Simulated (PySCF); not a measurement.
**H2N2O, a complex of two parts: interaction energy**

The task here is to estimate one member of a computed series from the others.

Programs: PySCF 2.14.0. All values are calculated, for the isolated system unless a continuum is named. Atoms count from 0, parts from 1.

## The system as given

5 atoms, charge 0, multiplicity 1; geometry: GFN2-xTB. Parts: 1 = atoms 0–2, `O`, charge 0; 2 = atoms 3–4, `N#N`, charge 0.

Set-up of the first run:

Job settings and geometry (Å):

```
{"job": {"xc": "PBE0", "basis": "def2-SVPD", "d3": "d3bj", "grid": 2, "kind": "geom", "shake": 0.01}, "charge": 0, "multiplicity": 1, "parts": [{"atoms": "0-2", "charge": 0, "multiplicity": 1}, {"atoms": "3-4", "charge": 0, "multiplicity": 1}]}
O      0.061439     0.323414     0.016057
H     -0.771430    -0.173696    -0.005297
H      0.755014    -0.273533    -0.020269
N      3.914984    -1.072247     0.400973
N      2.794009    -1.057536     0.228705
```

The run is started by

```sh
$ OMP_NUM_THREADS=1 python cluster_run.py task.json out
```

One launch serves the whole session: the jobs run in the order shown.

Steps of the session up to this table: Relaxing the molecule at PBE0-D3(BJ)/def2-SVPD; Coupled-cluster interaction energy: CCSD(T) and MP2.

One table of the session follows, with a row left open; its other results are not shown here.

It belongs to the step «Coupled-cluster interaction energy: CCSD(T) and MP2». 

| method | interaction energy (kcal/mol) |
| --- | --- |
| HF/aug-cc-pVDZ | 0.07 |
| MP2/aug-cc-pVDZ | -0.98 |
| CCSD/aug-cc-pVDZ | ? |
| CCSD(T)/aug-cc-pVDZ | -0.89 |
| HF/aug-cc-pVTZ | 0.01 |
| MP2/aug-cc-pVTZ | -1.17 |
| SCS-MP2/aug-cc-pVTZ | -0.91 |
| MP2, extrapolated | -1.22 |
| CCSD(T), limit estimate | -1.13 |

Estimate the missing values for CCSD/aug-cc-pVDZ.

**Answer.** interaction energy (kcal/mol): -0.74. In the column «interaction energy (kcal/mol)» it lies between CCSD(T)/aug-cc-pVDZ (-0.89) and HF/aug-cc-pVTZ (0.01).
